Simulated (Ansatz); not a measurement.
Relaxation of CH4SSi (7 atoms, charge 0, multiplicity 1), to a largest force component of 0.015 eV/Å in at most 40 steps.

Computed with RKS PBE-D4/def2-SVPD (Ansatz).

```xyz
7
Properties=species:S:1:pos:R:3:forces:R:3
C -0.860 0.607 -0.241 -1.22 3.43 -0.61
Si 0.302 -0.055 0.941 1.34 -0.36 2.71
S 1.623 -1.342 -0.130 -0.17 -0.14 -0.97
H -1.416 -0.124 -0.747 -1.31 -1.69 -1.09
H -0.408 1.226 -1.052 0.18 -0.11 0.08
H -1.616 1.333 0.251 0.85 -0.96 -0.37
H 1.051 -1.204 -1.387 0.33 -0.16 0.24
```

Problem. Where does it end, and by what steps?

Solution. The run converged. After 5 steps the energy has fallen by 0.351 eV; Si2 moved furthest, 0.15 Å.

```tsv
step	energy less start (eV)	largest force component (eV/Å)	accepted
0	0.0000	3.425	yes
1	-0.1993	1.631	yes
2	-0.3380	0.489	yes
3	-0.3481	0.380	yes
4	-0.3509	0.045	yes
5	-0.3512	0.010	yes
```

```xyz
7
Properties=species:S:1:pos:R:3
C -0.872 0.633 -0.255
Si 0.349 -0.034 1.078
S 1.571 -1.326 -0.178
H -1.414 -0.198 -0.755
H -0.325 1.190 -1.045
H -1.622 1.315 0.192
H 0.990 -1.139 -1.404
```

Whether the end is a true minimum wasn't checked by a vibrational analysis.

Time of the run: 9.6 s on 2 threads of AMD EPYC 7R43 64-Core Processor (Zen 3), with other jobs on the host, peak memory 0.14 GiB.
